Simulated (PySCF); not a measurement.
Input of an EPR job (settings, then geometry in Å):

```
{"job": {"kind": "epr", "basis": "pcH-1"}, "charge": 1, "multiplicity": 2}
C     -1.821338    -0.190866    -0.532423
C     -0.774085     0.033945     0.568649
F     -0.855250    -0.939490     1.514923
C      0.589061     0.195192     0.113457
C      1.512817     0.795417    -0.660853
C      1.981623    -0.296276     0.194608
H     -1.756618     0.586359    -1.287143
H     -2.815206    -0.187042    -0.091271
H     -1.651218    -1.166311    -0.986899
H     -1.055639     0.984286     1.078619
H      1.774708     1.558095    -1.359428
H      2.639248    -0.084329     1.043172
H      2.227509    -1.288491    -0.196885
```

Computed with PySCF, UKS B3LYP, pcH-1 on C F H, non-relativistic, mean-field spin-orbit, GIAO. Geometry: GFN2-xTB, one conformer, isolated ion. A GFN2-xTB geometry isn't a minimum of the functional, and hyperfine couplings can be far from their values at a DFT geometry, by a factor of two or more for some ions and for spin on atoms past the first row.

Output of the driver script. Atoms in this output count from 0.

```
UKS, coarse grid
  cycle   1  E = -294.11144809  |g| = 4.12e-01
  cycle   2  E = -293.85803676  |g| = 9.10e-01
  cycle   3  E = -294.16641159  |g| = 1.56e-01
  cycle   4  E = -294.17615095  |g| = 4.63e-02
  cycle   5  E = -294.17702650  |g| = 1.73e-02
  cycle   6  E = -294.17717241  |g| = 7.74e-03
  cycle   7  E = -294.17720441  |g| = 1.75e-03
  cycle   8  E = -294.17720665  |g| = 1.40e-03
  cycle   9  E = -294.17720714  |g| = 3.07e-04
UKS, final grid
  cycle   1  E = -294.17720723  |g| = 4.53e-04
  cycle   2  E = -294.17720713  |g| = 7.36e-04
  cycle   3  E = -294.17720732  |g| = 4.73e-05
  cycle   4  E = -294.17720732  |g| = 2.88e-05
E = -294.17720732 Eh   <S^2> = 0.7530 (exact 0.7500)
g shifts (ppm)      1          2          3
  rmc          -146       -146       -146
  gc              2         24         -1
  oz_so          13       1070       2328
  total        -131        948       2180
hyperfine (MHz)  atom isotope    a_iso     a_fc   dipolar eigenvalues
    0   13C      18.24      18.24     -4.34     -3.83      8.17
    1   13C     -14.28     -14.28     -5.78     -3.51      9.28
    2   19F      10.36      10.36    -40.18    -35.34     75.53
    3   13C      13.09      13.09    -26.34    -20.23     46.57
    4   13C      42.00      42.00    -43.43    -41.06     84.49
    5   13C     -51.96     -51.96    -11.53     -4.07     15.60
    6    1H      -2.69      -2.69     -2.99     -0.76      3.75
    7    1H      -0.48      -0.48     -2.61     -1.05      3.65
    8    1H       6.85       6.85     -2.80     -0.07      2.87
    9    1H     141.56     141.56     -5.53     -1.61      7.13
   10    1H     -37.17     -37.17    -19.93     -3.88     23.81
   11    1H     292.29     292.29     -8.26     -6.83     15.09
   12    1H     295.97     295.97     -7.95     -7.36     15.31
```

|g| in the SCF lines is the orbital gradient. In the g block, columns 1 to 3 are the principal axes in rising order; rmc is the relativistic mass correction, gc the gauge correction and oz_so the orbital-Zeeman/spin–orbit term. a_fc is the Fermi-contact part of a_iso, here all of it, since this run has no spin–orbit term in the hyperfine coupling.

Question: What does the output say about convergence, stability and spin contamination?

Answer: The SCF converged after 13 cycles in all, 9 of them on the coarse grid; no stability test was run. The unrestricted determinant has ⟨S²⟩ = 0.7530 (exact 0.7500), so spin contamination is small.

Question: What are the principal g values and g_iso?

Answer: Adding the total shifts to 2.002319 gives 2.00219, 2.00327, 2.00450; their mean shift is 999 ppm, so g_iso = 2.00332.

Question: Which couplings shape the isotropic spectrum at natural abundance (0.05 mT or more)? Keep the log's numbering.

Answer: atom 12 (1H, I = 1/2): 296.0 MHz = 10.56 mT in magnitude, a 1:1 doublet; atom 11 (1H, I = 1/2): 292.3 MHz = 10.42 mT in magnitude, a 1:1 doublet; atom 9 (1H, I = 1/2): 141.6 MHz = 5.05 mT in magnitude, a 1:1 doublet; atom 10 (1H, I = 1/2): -37.2 MHz = 1.33 mT in magnitude, a 1:1 doublet; atom 2 (19F, I = 1/2): 10.4 MHz = 0.37 mT in magnitude, a 1:1 doublet. Together 32 lines to first order. 

Question: What are the principal values of the full tensor of atom 4 (13C)?

Answer: a_iso plus each dipolar eigenvalue: -1.43, 0.93, 126.49 MHz.

The species is `C[C@@H](F)[C+]1[CH]C1` [radical] (charge +1). The run used 220 basis functions and 6 iterations of the response equations. C5, the radical centre as drawn in `C[C@@H](F)[C+]1[CH]C1`, holds a spin population of +0.48 out of 1.

Shape of the structure used: `[CH3:1][C@@H:2]([F:3])[C+:4]1[CH:5][CH2:6]1`: C1–C2–C4–C5 53°.
Labels such as C1 count atoms from 1, the log's own numbers from 0.
